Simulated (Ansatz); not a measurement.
# How the elastic constant C12 of zinc-blende GaSb moves with the method

No measured value is used here.

```tsv
level (code)	value (GPa)	cell (Å³/atom)
LDA (Ansatz)	40.2	27.65
PBE (Ansatz)	30.8	29.99
PBEsol+SOC (Ansatz)	36.6	28.55
RPBE (Ansatz)	26.6	31.02
PBE-D3(BJ) (Ansatz)	36.4	28.78
r²SCAN (Ansatz)	36.9	28.83
r²SCAN+rVV10 (Ansatz)	39.5	28.43
HSE06 (Ansatz)	42.2	28.32
```

LDA, PBE, PBEsol+SOC, RPBE, PBE-D3(BJ): the solid has no gap at this level, which affects its response. PBE-D3(BJ): the dispersion coefficients are held fixed in the derivatives. Values are at the level's own relaxed cell; HSE06 at the measured cell. Cutoffs and k meshes differ between the levels. Ansatz's density-functional and Hartree–Fock values are scalar-relativistic unless marked +SOC, with PAW data made under PBE.

Ansatz is a quantum-chemistry and plane-wave program.
